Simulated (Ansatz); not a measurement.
One change: `SC1=CC1` becomes `FC1C=C1S`.

Ansatz, PBE0-D4/def2-TZVP geometries, multiplicity 1. Each molecule was computed in one conformer, which needn't be the lowest.

| property | `SC1=CC1` |
| --- | --- |
| HOMO energy (B3LYP/def2-TZVPP) / eV | -6.23 |
| HOMO energy (ωB97M-V/def2-TZVPP) / eV | -8.54 |
| HOMO energy (PBE/def2-TZVPP) / eV | -5.36 |
| HOMO–LUMO gap (B3LYP/def2-TZVPP) / eV | 6.21 |
| size of the dipole moment (PBE/def2-TZVPP) / D | 0.53 |
| LUMO energy (PBE/def2-TZVPP) / eV | -0.78 |

What does the change do to each property? (An estimate is asked.)

Ansatz gave: 
| property | `FC1C=C1S` | shift |
| --- | --- | --- |
| HOMO energy (B3LYP/def2-TZVPP) / eV | -6.99 | -0.76 |
| HOMO energy (ωB97M-V/def2-TZVPP) / eV | -9.30 | -0.76 |
| HOMO energy (PBE/def2-TZVPP) / eV | -6.12 | -0.76 |
| HOMO–LUMO gap (B3LYP/def2-TZVPP) / eV | 6.55 | 0.34 |
| size of the dipole moment (PBE/def2-TZVPP) / D | 1.65 | 1.12 |
| LUMO energy (PBE/def2-TZVPP) / eV | -1.20 | -0.42 |

With PBE0 the HOMO falls by 0.78 eV and the LUMO falls by 0.42 eV, so the gap widens by about 0.36 eV. PBE moves the HOMO by -0.76 eV and ωB97M-V by -0.76 eV. Dipoles are sizes alone; their direction can turn.

B3LYP here is the variant with VWN-RPA as its local correlation; programs differ in this.
